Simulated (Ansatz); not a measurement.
# CH (quartet): the correlation ladder at distance C1–H2 = 1.334 Å, cc-pVTZ

Aim: climb from Hartree-Fock through coupled cluster and multireference methods for CH (quartet) at one geometry and basis, and see what each rung misses.

Program: Ansatz 0.2.0, Gaussian basis. Level of theory: cc-pVTZ, core rule «outside noble gas», up to 1 orbitals frozen. These are calculated values, not measurements.

Plan: UHF; CCSD(T) on ROHF; CCSD(T) on UHF; BCCD(T) on ROHF; CISD as a restricted active space (open shells left free, so some higher excitations enter); CCSDT(Q) on ROHF; CCSDT(Q) on UHF; CASSCF and MRCISD+Q, 5 electrons in 5 orbitals; CASSCF and NEVPT2, 5 electrons in 5 orbitals; Full CI.

14 further runs of the same task are left out: 10 that didn't finish, 4 set aside as unsound or not needed. Runs told in other sessions of the task aren't counted.

### 1 What is computed

The geometry derives from a PBE0/def2-TZVP stationary point (not a proven minimum). One bond is set to the value named and the two fragments are kept rigid.

2 atoms, charge 0, spin multiplicity 4.

Atoms are counted from 1 here; the program's logs count them from 0.

Bond lengths: C1–H2 1.334 Å.

### 2 UHF

in.yaml

```yaml
crystal:
  periodic: [false, false, false]
  atoms:
    - {symbol: C, position_ang: [0.000000, 0.000000, 0.000000]}
    - {symbol: H, position_ang: [0.000000, 0.000000, 1.334000]}
basis:
  gaussian: {orbitals: cc-pVTZ}
magnetization: {spin_polarized: true, initial_magnetization: 3}
hamiltonian: {xc: hf}
output: {orbitals: {seedname: orbitals}}
```

The run is started by

```console
> ansatz run in.yaml --threads 1 --pin off --events-out ev --progress --plain --max-ram 2393MiB
```

The runs that follow: CCSD(T) on ROHF; CCSD(T) on UHF; BCCD(T) on ROHF; CISD as a restricted active space (open shells left free, so some higher excitations enter); CCSDT(Q) on ROHF; CCSDT(Q) on UHF; CASSCF and MRCISD+Q, 5 electrons in 5 orbitals; CASSCF and NEVPT2, 5 electrons in 5 orbitals; Full CI.

Before running them: what should the planned runs give, taken together? Wanted: FCI from the RHF energy; RMP2 from FCI; UMP2 from FCI; RCCSD from FCI; RCCSD(T) from FCI; UCCSD(T) from FCI; RCCSDT(Q) from FCI; UCCSDT(Q) from FCI; NEVPT2 valence from FCI.

**Answer**, as computed:

| quantity | value |
| --- | --- |
| FCI from the ROHF energy | -2.8859 eV |
| RMP2 from FCI | +13.49 kcal/mol |
| UMP2 from FCI | +13.60 kcal/mol |
| RCCSD from FCI | +2.27 kcal/mol |
| RCCSD(T) from FCI | +0.41 kcal/mol |
| UCCSD(T) from FCI | +0.37 kcal/mol |
| RCCSDT(Q) from FCI | -0.01 kcal/mol |
| UCCSDT(Q) from FCI | -0.04 kcal/mol |
| NEVPT2 valence from FCI | +11.91 kcal/mol |
| MRCISD+Q valence from FCI | +1.50 kcal/mol |
| levels within 1 kcal/mol (43 meV) | RCCSD(T), UCCSD(T), BCCD(T), RCCSDT, UCCSDT, RCCSDT(Q), UCCSDT(Q) |
| T1 diagnostic | 0.027 |
| effectively unpaired electrons | 3.02 |

What this shows: RCCSD(T) lands +0.41 kcal/mol from the yardstick (0.6 % of the correlation energy). One determinant dominates. Of the multireference levels listed MRCISD+Q valence comes nearest in total energy (+1.50 kcal/mol), which doesn't show that its space is the better one. These misses are within one basis, not against nature; the frozen cores of restricted and unrestricted runs differ, which can shift their rows.

Levels on UHF freeze UHF's core orbitals, full CI those of ROHF, so the U rows can settle a little off it for that reason alone.

With open shells the CI space here admits some higher excitations, so it is larger than plain CISD.
